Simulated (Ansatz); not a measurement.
**AlN2 (doublet): wave-function methods side by side, def2-QZVPP**

The task here is to estimate one member of a computed series from the others.

The runs use Ansatz 0.2.0, Gaussian basis; def2-QZVPP, core rule «outside noble gas», up to 7 orbitals frozen.

Plan: UHF; ROHF; CCSD(T) on UHF.

2 further runs of the same task are left out: 2 set aside as unsound or not needed.

**The system**

The geometry is a PBE0/def2-TZVP stationary point (not a proven minimum).

3 atoms, charge 0, spin multiplicity 2.

Atoms are counted from 1 here; the program's logs count them from 0.

Bond lengths: Al1–N2 1.982 Å, N2–N3 1.127 Å. Angles: Al1–N2–N3 180.0°.

Set-up of the first run:

File in.yaml:

```yaml
crystal:
  periodic: [false, false, false]
  atoms:
    - {symbol: Al, position_ang: [0.000000, 0.000000, 1.697108]}
    - {symbol: N, position_ang: [0.000000, 0.000000, -0.285214]}
    - {symbol: N, position_ang: [0.000000, 0.000000, -1.411894]}
basis:
  gaussian: {orbitals: "def2-QZVPP.json"}
magnetization: {spin_polarized: true, initial_magnetization: 1}
hamiltonian: {xc: hf}
output: {orbitals: {seedname: orbitals}}
```

The run is started by

```sh
ansatz run in.yaml --threads 1 --pin off --events-out ev --progress --plain --max-ram 2393MiB
```

Among the steps run: UHF; ROHF; CCSD(T) on UHF.

One of the session's tables, all rows but one given; the rest of the session is left out.

It belongs to the step «Misses and costs». 

| method | from UCCSD(T) (kJ/mol) |
| --- | --- |
| ROHF | +1294.3 |
| UHF | +1273.1 |
| UMP2 | ? |
| UCCSD | +65.8 |
| UCCSD(T) | 0 |

**Question.** Estimate the row for UMP2.

As computed: from UCCSD(T) (kJ/mol): +99.7. In the column «from UCCSD(T) (kJ/mol)» it lies between UCCSD (+65.8) and UHF (+1273.1).
